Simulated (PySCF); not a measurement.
**LiO: frontier orbitals**

TPSS at R = 1.664 Å; PySCF, no relativity, basis sets Li def2-SVP, O def2-SVP. State: ²Π (doublet), unpaired electrons π ↑. Only the outer orbitals are listed, counted within each symmetry.

```
spin  orbital  occ.  ε (eV)  on Li (%)   main shells (%)
   α       2σ     1  -51.36        100          100 Li s
   α       3σ     1  -19.84          3            97 O s
   α       1π     1   -6.29          5            95 O p
   α       4σ     1   -4.73          6            92 O p
   α       1π     1   -4.47          9    91 O p, 9 Li p
   α       5σ     0   -1.51        100  82 Li s, 18 Li p
   α       6σ     0    1.33        100  81 Li s, 19 Li p
   α       2π     0    1.35         96           96 Li p
   β       2σ     1  -51.36        100          100 Li s
   β       3σ     1  -18.06          4            96 O s
   β       4σ     1   -4.16          7            92 O p
   β       1π     1   -3.87         11   88 O p, 11 Li p
   β       1π     0   -2.65         18   82 O p, 18 Li p
   β       5σ     0   -1.49        100  81 Li s, 19 Li p
   β       6σ     0    1.36        100  83 Li s, 17 Li p
```

Problem. Which are the highest filled and the lowest empty level, where do they sit, and how wide is the gap?

Solution. Highest filled β 1π at -3.87 eV (in %: 88 O p, 11 Li p); lowest empty β 1π at -2.65 eV (in %: 82 O p, 18 Li p); the gap at TPSS is 1.22 eV. Both belong to one degenerate shell, split only by its one-sided filling, so this is no excitation gap.

| Property | Result |
| --- | --- |
| bond order (Mayer) | 0.81 |
| ⟨S²⟩ | 0.753 |
| charge on Li (Mulliken, basis-dependent) | 0.56 |
| charge on Li (Löwdin, basis-dependent) | 0.40 |
| dipole moment (positive dipole means Li(−)O(+)) | -5.67 D |

The state was picked by a PBE0 search and need not be the measured ground state.
